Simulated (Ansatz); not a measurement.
Ansatz (a first-principles code) input (RPA@PBE/cc-pV(T+d)Z):
A basis named .json is the Basis Set Exchange file of that set.

Ansatz 0.2 input:
```yaml
crystal:
  periodic: [false, false, false]
  atoms:
    - {symbol: Al, position_ang: [0.08830293, 0.05630075, 0.00075444]}
    - {symbol: F, position_ang: [-1.33568991, -0.85161768, -0.01141179]}
    - {symbol: F, position_ang: [-0.12697174, 1.54065567, -0.66130369]}
    - {symbol: F, position_ang: [1.33511297, -0.77036129, 0.67162574]}
basis:
  gaussian:
    orbitals: cc-pV_T+d_Z.json
hamiltonian:
  xc: pbe
total_charge: 1
magnetization: {spin_polarized: true, initial_magnetization: 1}
correlation: {method: rpa, electrons: outside_noble_gas}
```

Output:

```
Functional definition: PBE
integrals: 0.12 GiB planned
801 factors; integrals over basis functions are off by at most 1.3e-3 eV
mean field: 0.38 GiB planned
mean field evaluation 1: about -14718.8931 eV, gradient 7.1e1 eV
mean field evaluation 2: about -14718.8811 eV, gradient 7.1e1 eV
mean field evaluation 4: about -14722.4068 eV, gradient 5.0e1 eV
mean field evaluation 8: about -14732.2083 eV, gradient 9.8e-1 eV
mean field evaluation 16: about -14732.2076 eV, gradient 3.6e-4 eV
mean field evaluation 32: about -14730.9555 eV, gradient 1.2e-4 eV
mean field evaluation 64: about -14732.1842 eV, gradient 3.1e0 eV
mean field evaluation 96: about -14731.4735 eV, gradient 1.4e0 eV
mean field evaluation 128: about -14731.6707 eV, gradient 6.6e0 eV
mean field -14732.20761548 eV, -541.3986440200 hartree, gradient 6.8e-6 eV, S^2 0.752499; 12 other end points of the search recorded, 0 dependent functions left out
8 core orbitals not correlated
reference -14693.36981216 eV, -539.9713810733 hartree; 12, 11 occupied and 109, 110 virtual orbitals, 801 factors
Total energy: -14728.89942426 eV, -541.2770702350 hartree
```
